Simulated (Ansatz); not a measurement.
**Al: Al interstitial**

Computed with DFT r2SCAN, scalar-relativistic, plane waves, PAW (Ansatz 0.2.0). Settings: 500 eV cutoff, 4×4×4 k-mesh, Gaussian smearing of 0.10 eV, no spin polarisation.

Host crystal, relaxed:

```
Al
1.0
     0.00000    1.99634    1.99634
     1.99634    0.00000    1.99634
     1.99634    1.99634    0.00000
Al
1
Cartesian
  0.0000 0.0000 0.0000
```

Supercell of 27 atoms, rows in host cell vectors: 0 3 0; 0 0 3; 3 0 0. Atoms relax at the host's cell from a start displaced at random by 0.06 Å near the defect, so other minima may exist. The cell is small, so energies carry finite-size errors of tenths of an eV. The host is a metal. Atoms are taken from and returned to the elements' standard states.

Defect: Al interstitial set at (0.500, 0.500, 0.500) of the host cell. In charge 0 some atom moved by up to 1.1 Å, so the relaxed defect can differ in kind from the start. Before relaxation its nearest neighbours are 6 Al at 2.00 Å.

| charge | E_f at the valence band top (eV) | moment (μB) | largest move (Å) | atoms near the site |
| --- | --- | --- | --- | --- |
| 0 | 4.26 | 0.00 | 1.14 | 1 Al at 2.29 Å, 4 Al at 2.40 Å, 1 Al at 2.75 Å, 4 Al at 2.98 Å |

Cost: 2 runs of about 38 core-minutes in all, on Intel Xeon Platinum 8259CL (Skylake/Cascade Lake) (shared hosts).